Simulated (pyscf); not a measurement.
Optimised with ωB97X-D3(BJ)/def2-SVP in PySCF.

Q: H₂N–AlH–Cl + H₂ → H₂Al–Cl + NH₃
Surface: singlet. Broken: Al–N, H–H. Formed: Al–H, H–N. Give ΔE‡ and ΔE from ωB97M-D3(BJ)/def2-TZVP, relative to the separated reactants.

A: ΔE‡ = 84.7 kJ/mol, ΔE = +79.2 kJ/mol. Zero-point energy shifts the barrier by +12.6 kJ/mol. It is a four-centre exchange, with an imaginary mode of 1295i cm⁻¹. On the product side the descent ends in an adduct with a Al–N contact, 144.1 kJ/mol under the separated species and 143.3 kJ/mol under the saddle at ωB97X-D3(BJ)/def2-TZVP. What is counted as broken (Al–N) persists as a longer contact in the product adduct; parting that adduct is a step of its own. At the saddle there is also a short Al–H contact that neither side keeps. One saddle was located; it need not be the lowest between these sides.
